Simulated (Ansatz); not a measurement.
`C=C=C(F)Cl`, 7 atoms. The species carries charge 0 and has multiplicity 1. All runs use 2 threads of an Arm Neoverse V1 on a shared host. Correlated methods freeze the cores.

(1) How many basis functions does each run have, and how long does it take in Ansatz? RKS PBE-QIDH (frozen core)/def2-TZVPP energy; RKS ωB97M-V/def2-QZVPP energy; RKS ωB97M-V/def2-TZVPP energy and forces; RHF-MP2/def2-QZVPP energy; RKS PBE0-D4/def2-SVP energy; RHF-CCSD(T)/def2-TZVPP energy; direct RPA on PBE orbitals/def2-TZVPP energy; RKS ωB97M-V/def2-SVP energy; RKS PBE0-D4/def2-TZVP relaxation (6 steps); RKS PBE0-D4/def2-TZVP frequencies; RKS B97M-V/def2-TZVPP energy; RKS PBE0-D4/def2-QZVPP energy. (An estimate is asked.)

Results:

(1) The calculation gave: Other jobs shared the machine, so times are rough.

| level | job | functions | wall time | peak host memory (GiB) |
| --- | --- | --- | --- | --- |
| RKS PBE0-D4/def2-SVP | energy | 84 | 1.4 s | 0.4 |
| RKS ωB97M-V/def2-SVP | energy | 84 | 6 s | 0.4 |
| direct RPA on PBE orbitals/def2-TZVPP | energy | 194 | 6 s | 0.4 |
| RKS PBE-QIDH (frozen core)/def2-TZVPP | energy | 194 | 6.5 s | 0.4 |
| RKS PBE0-D4/def2-QZVPP | energy | 358 | 10 s | 0.89 |
| RKS B97M-V/def2-TZVPP | energy | 194 | 11 s | 0.26 |
| RKS ωB97M-V/def2-TZVPP | energy and forces | 194 | 13 s | 0.51 |
| RKS ωB97M-V/def2-QZVPP | energy | 358 | 23 s | 1.1 |
| RHF-MP2/def2-QZVPP | energy | 358 | 26 s | 1.4 |
| RKS PBE0-D4/def2-TZVP | relaxation (6 steps) | 173 | 28 s | 0.36 |
| RHF-CCSD(T)/def2-TZVPP | energy | 194 | 100 s | 2.3 |
| RKS PBE0-D4/def2-TZVP | frequencies | 173 | 120 s | 0.4 |
